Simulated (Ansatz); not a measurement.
Ansatz input

```yaml
crystal:
  lattice:
    - [0.0, 1.9466684924, 1.9466684924]
    - [1.9466684924, 0.0, 1.9466684924]
    - [1.9466684924, 1.9466684924, 0.0]
  atoms:
    - { symbol: Pt, position: [0.0, 0.0, 0.0], spin: 1.0 }
hamiltonian:
  xc: lda
  pseudopotentials:
    kind: paw
    azcp:
      Pt: "pseudopotentials/Pt.paw.azcp"
basis:
  ecutwfc: 420
  fft_grid_basis: typed
kpoints:
  mp_grid: { grid: [23, 23, 23], shift: [0, 0, 0] }
magnetization:
  spin_polarized: true
scf:
  occupations: { method: fermi_dirac, width: 0.05 }
```

Terminal output

```
Warning: the record states the generating functional pbe (its physics header spells it `PBE`), which answers neither for hamiltonian.xc's functional nor for the lda family's — results may be inconsistent (PPs are generated against a specific XC)
Engine: ansatz 0.2.0, aarch64-unknown-linux-gnu
Pseudopotentials: kind: paw
Pseudopotential: Pt, paw, valence charge 18, recommended cutoff 420 eV (normal) 
Functional definition: SPW92
  exchange = slater_x
  correlation = pw_c
Crystal: 1 atoms, lattice volume = 14.754 Å³
Basis set: ecut = 420 eV, 283 PW (Γ)
Bands: 14, of which v1, the nominal top of the filled ones, is band 9 counted from 1 (8 counted from 0)
Symmetry: 48 space group operations
Space group: Fm-3m (ITA 225), of the structure as read, at distance tolerance 2.5e-5 Å
Magnetic group: BNS 225.116 (UNI 1618), of the structure as read, at distance tolerance 2.5e-5 Å
k-points: 364 of 12167
Non-local potential: Pt, projectors of the file, l = 0: 3, l = 1: 2, l = 2: 2, l = 3: 1
PAW form: soft (Blöchl's): semilocal exchange-correlation on the pseudo side does not see the compensation charge
PAW frozen core: Pt, regenerated for the run's functional, and the local potential with it (the file was generated under x = pbe(κ = 0.804, μ = 0.2195149727645171), c = pbe(β = 0.06672455060314922))
PAW one-centre angular grid: Pt, 590 points (default); XC on 64 Gauss nodes
Initial density: superposition of atomic densities (chi_scale 0.1, normalization cell)
Starting moments: Σ|m| = 1 μB on 1 of 1 site
Initial wavefunctions: pseudopotential atomic-orbital guess
Functional: x = slater, c = lda
SCF iter   1: F=—  HF=-12245.292233 eV  |F-HF|=—  |Δ(HF+E_count)|=         —  Δρ=7.78e-2 (↑7.78e-2 ↓3.42e-2)  dr2=8.96e-1  dr2_m=2.61e-1  M=0.116 μB ∫|m|=0.116 μB  β_m=0.30  ethr=3.10e-3  ⟨swp⟩=5.1  Hψ=53976  notcnv=0
Mixer restart at iter 1: flushing history
SCF iter   2: F=—  HF=-12245.138932 eV  |F-HF|=—  |Δ(HF+E_count)|=   1.53e-1  Δρ=5.59e-2 (↑5.59e-2 ↓2.53e-2)  dr2=4.63e-1  dr2_m=1.35e-1  M=0.095 μB ∫|m|=0.095 μB  β_m=0.65  ethr=3.10e-3  ⟨swp⟩=2.0  Hψ=18628  notcnv=0  defer=337
SCF iter   3: F=—  HF=-12244.994797 eV  |F-HF|=—  |Δ(HF+E_count)|=   1.44e-1  Δρ=3.82e-3 (↑3.36e-3 ↓3.82e-3)  dr2=1.42e-3  dr2_m=8.98e-4  M=0.013 μB ∫|m|=0.013 μB  β_m=0.80  ethr=2.57e-3  ⟨swp⟩=2.0  Hψ=16845  notcnv=0  defer=376
SCF iter   4: F=—  HF=-12244.994813 eV  |F-HF|=—  |Δ(HF+E_count)|=   1.60e-5  Δρ=7.92e-4 (↑7.92e-4 ↓4.01e-4)  dr2=1.40e-4  dr2_m=1.72e-5  M=0.002 μB ∫|m|=0.002 μB  β_m=0.78  ethr=7.86e-6  ⟨swp⟩=2.2  Hψ=21269  notcnv=0  defer=375
SCF iter   5: F=—  HF=-12244.994797 eV  |F-HF|=—  |Δ(HF+E_count)|=   1.67e-5  Δρ=2.96e-4 (↑1.64e-4 ↓2.96e-4)  dr2=2.92e-5  dr2_m=7.88e-7  M=0.001 μB ∫|m|=0.001 μB  β_m=0.74  ethr=7.78e-7  ⟨swp⟩=2.4  Hψ=15641  notcnv=0  defer=375
SCF iter   6: F=—  HF=-12244.994807 eV  |F-HF|=—  |Δ(HF+E_count)|=   1.09e-5  Δρ=1.09e-4 (↑3.10e-5 ↓1.09e-4)  dr2=2.31e-6  dr2_m=3.25e-7  M=0.000 μB ∫|m|=0.000 μB  β_m=0.87  ethr=1.62e-7  ⟨swp⟩=2.4  Hψ=13671  notcnv=0  defer=375
SCF iter   7: F=—  HF=-12244.994809 eV  |F-HF|=—  |Δ(HF+E_count)|=   1.32e-6  Δρ=1.33e-5 (↑4.02e-6 ↓1.33e-5)  dr2=1.65e-8  dr2_m=8.83e-9  M=0.000 μB ∫|m|=0.000 μB  β_m=0.94  ethr=1.28e-8  ⟨swp⟩=2.0  Hψ=13729  notcnv=0  defer=375
SCF iter   8: F=—  HF=-12244.994809 eV  |F-HF|=—  |Δ(HF+E_count)|=   1.32e-8  Δρ=7.44e-7 (↑7.44e-7 ↓4.14e-7)  dr2=1.40e-10  dr2_m=1.24e-11  M=0.000 μB ∫|m|=0.000 μB  β_m=0.97  ethr=9.16e-11  ⟨swp⟩=2.1  Hψ=15670  notcnv=0  defer=375
SCF iter   9: F=-12244.994809 eV  HF=-12244.994809 eV  |F-HF|=1.82e-11  |Δ(HF+E_count)|=  1.82e-11  Δρ=2.01e-7 (↑2.01e-7 ↓1.36e-7)  dr2=1.63e-11  dr2_m=2.09e-13  M=0.000 μB ∫|m|=0.000 μB  ethr=1.00e-12  ⟨swp⟩=1.0  Hψ=28388  notcnv=0
SCF 1 converged in 9 iterations: F = -12244.994809 eV  dr2 = 1.63e-11
WARN: the starting moments were not kept: the SCF closed with an absolute magnetisation of 4.6e-7 μB, where they sum to 1 μB in size (1 site). That is at most 0.1 of that sum. Measured as dr2_m measures the in/out step, that magnetisation stands 1.1e-13 eV from none, at or under the dr2_threshold of 1.0e-7 eV: it is no larger than a step whose dr2_m would equal this threshold. The system may hold no moment; this SCF shows only that its start led to no more than that. To try another start: raise the starting moments (crystal.atoms[].spin, magnetization.per_species, magnetization.initial_magnetization, or on a non-collinear deck that types none of these the spinor_matrix: blocks that start its atoms; where the total moment is fixed, keep their sum and leave initial_magnetization as it is; typed ones take the place of any that the run laid by itself, positive ones on a crystal's lanthanoids without a Hubbard term where scf.initial_density.shell_occupations: [] is typed) or, if the notice of its spin-set hold's release reads "site moments contracting" or "site moments show no strong build", lengthen the hold (scf.mixing.spin_hold: { on: { confirm: 4 } }; for m-r²SCAN on two components see the key's manual first). Each may lead to a state that holds a moment. A second SCF, from the converged charge density, with the starting moments and any scf.initial_density.shell_occupations laid on it anew, would have followed, and was not run: the deck does not ask for one (magnetization.retry_lost_moments is false, the default). To let it run, set magnetization.retry_lost_moments: true and run the deck again, where that key's refused combinations let it; where memory then withholds it, that run's warning says so.
SCF converged after 9 iterations
Magnetization: 0.0000 μB (9.0000 up, 9.0000 down)
Absolute magnetization: 0.0000 μB (∫|ρ↑−ρ↓|, with the PAW one-centre terms)
Spin contamination: 0.0000 ħ² per cell (⟨S²⟩ above its minimum at these occupations)
Per-site moments (μB) at R_I (Å): [(4.149058589852389e-7, 1.1356145556510424)]
Free energy (F): -12244.994809 eV
Harris-Foulkes:  -12244.994809 eV  (|F-HF|=1.82e-11)
Internal energy: -12244.979556 eV  (E = F + TS)
E sigma→0 (E₀):  -12244.987182 eV
Entropy (-TS):   -0.015253 eV (-15.253 meV/atom)
Fermi energy:    23.731392 eV
--- Per-component energies (eV) ---
  E_band       = -124.972813
  E_kinetic    = 639.327013
  E_local      = -1439.074755  (includes V_loc(G=0)·N_el)
  E_nonlocal   = 206.856930
  E_hartree    = 533.106523
  E_xc         = -260.907581
  E_vxc        = -303.415896  (∫ρ·V_xc dr)
  E_paw        = -9177.673061  (= ΣΔE_a)
  E_vpaw       = -294.879488  (= ΣTr[D̂ρ^β])
  E_aug_tail   = 0.000161  (compensation charges beyond the density's cutoff)
  E_ewald      = -2747.078655
  E_core_change = 0.463869  (= ΣΔE_core)
  E_smearing   = -0.015253  (= −TS)
  E_closure    = 0.000000  (closes the sum)
  Σ components = -12244.994809   (vs F -12244.994809, Δ=0.00e0)
```
